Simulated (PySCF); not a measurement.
Compound: F3H2P.
InChI=1S/F3H2P/c1-4(2)3/h4H2

All values: CAM-B3LYP/def2-SVPD (PySCF, non-relativistic), on one gas-phase PBE0-D3(BJ)/def2-SVP geometry that isn't relaxed in the solvent. The solvent is an IEF-PCM continuum (van der Waals radii × 1.2), and excitations are vertical TDDFT with non-equilibrium linear response and a frozen core. Specific hydrogen bonds and non-electrostatic terms are outside this model.

Gas-phase singlets (H = HOMO, L = LUMO):

| state | E (eV) | λ (nm) | f | leading configurations |
| --- | --- | --- | --- | --- |
| S1 | 8.280 | 150 | 0.012 | H→L 96% |
| S2 | 9.288 | 133 | 0.034 | H-1→L 92% |
| S3 | 9.583 | 129 | 0.079 | H→L+1 95% |
| S4 | 9.779 | 127 | 0.026 | H-2→L 94% |
| S5 | 10.432 | 119 | 0.018 | H-1→L+1 88% |

Task: What are the lowest 5 singlets in chloroform (ε = 4.711)?

Result: 
| state | E (eV) | λ (nm) | f | leading configurations | change by rank (eV) |
| --- | --- | --- | --- | --- | --- |
| S1 | 8.391 | 148 | 0.015 | H→L 94% | +0.111 |
| S2 | 9.446 | 131 | 0.051 | H-1→L 90% | +0.158 |
| S3 | 9.687 | 128 | 0.101 | H→L+1 92% | +0.104 |
| S4 | 10.057 | 123 | 0.035 | H-2→L 93% | +0.278 |
| S5 | 10.620 | 117 | 0.029 | H-1→L+1 83% | +0.188 |

Task: The ground-state energy changes by -0.196 eV from gas to chloroform. By how much does the total energy of gas-phase S1 change?

Result: E(S1) = E(S0) + excitation energy, so it changes by -0.196 + 0.111 = -0.085 eV: it is lowered less than the ground state, which is what a blue shift means. This is the vertical state, with the slow part of the continuum still set for S0.

Task: How do the frontier levels move from gas to chloroform?

Result: 
| orbital | gas (eV) | solvent (eV) | change (eV) |
| --- | --- | --- | --- |
| LUMO+2 | 2.42 | 2.50 | +0.08 |
| LUMO+1 | 1.19 | 1.61 | +0.42 |
| LUMO | 0.43 | 0.82 | +0.39 |
| HOMO | -12.00 | -11.72 | +0.28 |
| HOMO-1 | -12.76 | -12.53 | +0.23 |
| HOMO-2 | -13.26 | -13.15 | +0.11 |
| HOMO-3 | -14.20 | -14.06 | +0.14 |

The HOMO–LUMO gap goes from 12.42 to 12.54 eV.

On an AMD EPYC 7R43 with one thread, no GPU (shared host), this took 4.8 s and 0.50 GiB of memory at its peak. This is the whole response run at CAM-B3LYP/def2-SVPD in chloroform, SCF included.
